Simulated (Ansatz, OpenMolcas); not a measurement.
**Exact exchange and the HOMO–LUMO gap of CH3NO (formamide)**

CH3NO has 6 atoms, charge 0, and is taken as a singlet. As SMILES, `NC=O`. The shape is that of a PBE0-D4/def2-TZVP optimisation. This is one conformer, not always the lowest.

The HOMO–LUMO gap y, in eV, basis def2-TZVP; a is the functional's share of exact exchange. Programs: Ansatz 0.2.0, OpenMolcas 26.06.

| functional | program | a | y (eV) |
| --- | --- | --- | --- |
| revPBE | Ansatz | 0 | 5.44 |
| TPSS | OpenMolcas | 0 | 5.70 |
| B3LYP | Ansatz | 0.2 | 7.66 |
| PBE0 | Ansatz | 0.25 | ? |
| r2SCAN0 | Ansatz | 0.25 | 8.62 |
| BHLYP | Ansatz | 0.5 | 10.74 |

Task: Fit y = c + s·a to the known rows and predict PBE0.

Result: 
1. Means of the 5 rows: a = 0.1900, y = 7.632.
2. Σ(Δa)² = 0.172, Σ(Δa·Δy) = 1.8066, so the slope is 1.8066/0.172 = 10.503.
3. Intercept: 7.632 − (10.503) × 0.1900 = 5.636. The largest residual of the fit is 0.36.
4. PBE0: 5.636 + (10.503) × 0.25 = 8.26 eV.

The run gave 8.21 eV, so the prediction is off by +0.05 eV, within the largest residual. Exact exchange lowers occupied levels and raises empty ones.
